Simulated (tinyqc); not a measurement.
Harmonic frequencies on the RHF/sto-3g surface (energies and gradients from PySCF), for H3O+, spin multiplicity 1, step by step. One step of it, computed by the program tinyqc.

Task: One row of the Hessian: 1Ox. Displace 1Ox by +/-0.005 bohr; H(k, :) = (g(+) - g(-)) / (2 delta).

optimised positions (bohr), order 1O, 2H, 3H, 4H:
```
[[-0.022820, -0.002538, 0.472163],
 [1.795558, -0.033820, 0.030810],
 [-0.902876, 1.560713, -0.060703],
 [-0.936002, -1.573488, 0.024492]]
```

gradient at +delta (hartree/bohr), order 1O, 2H, 3H, 4H:
```
[[0.00537051, 0.00000745, 0.00007049],
 [-0.00303081, 0.00004500, 0.00089138],
 [-0.00115096, 0.00100366, -0.00049935],
 [-0.00118874, -0.00105611, -0.00046252]]
```

gradient at -delta (hartree/bohr), order 1O, 2H, 3H, 4H:
```
[[-0.00532071, 0.00000311, -0.00009383],
 [0.00300797, -0.00005497, -0.00087523],
 [0.00113142, -0.00102276, 0.00050512],
 [0.00118132, 0.00107461, 0.00046394]]
```

Give: row of the Hessian.

Result:

row of the Hessian (hartree/bohr^2): [1.069121, 0.000434, 0.016431, -0.603878, 0.009997, 0.176662, -0.228238, 0.202642, -0.100447, -0.237006, -0.213073, -0.092646]
